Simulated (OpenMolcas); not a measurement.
# How basis sets differ on CHCl3 (chloroform)

The species is CHCl3 (5 atoms), meant as a singlet with charge 0. As SMILES, `ClC(Cl)Cl`. The shape is that of a PBE0-D4/def2-TZVP optimisation.

Quantity: the dipole moment, in D. The values are calculated.

Measured value to compare with: NIST CCCBDB gives the dipole moment of the gas as 1.01 D.

```tsv
level	kind	program	value (D)	computed − measured	CPU time
M06-HF/STO-3G	hybrid meta-GGA	OpenMolcas	1.47	+0.46	3.6 s
M06-HF/3-21G	hybrid meta-GGA	OpenMolcas	1.44	+0.43	4.8 s
M06-HF/6-31G	hybrid meta-GGA	OpenMolcas	1.51	+0.50	6 s
M06-HF/6-31G* (spherical functions)	hybrid meta-GGA	OpenMolcas	1.31	+0.30	9.8 s
M06-HF/6-31G** (spherical functions)	hybrid meta-GGA	OpenMolcas	1.34	+0.33	11 s
M06-HF/6-311G**	hybrid meta-GGA	OpenMolcas	1.31	+0.30	16 s
M06-HF/6-311++G**	hybrid meta-GGA	OpenMolcas	1.30	+0.29	25 s
M06-HF/6-311++G(2d,2p)	hybrid meta-GGA	OpenMolcas	1.14	+0.13	44 s
M06-HF/6-311++G(3df,3pd) (RICD fitting)	hybrid meta-GGA	OpenMolcas	1.12	+0.11	50 s
```

Nearest: M06-HF/6-311++G(3df,3pd) (RICD fitting) (+0.11 D); farthest: M06-HF/6-31G (+0.50 D). The measured dipole is a vibrational average, so differences of a few hundredths of a debye mean little. Magnitudes only. Sets without polarisation functions give poor dipoles. Times are those of the runs behind each value, whatever else they computed, on shared processors of several kinds: orders of magnitude only.
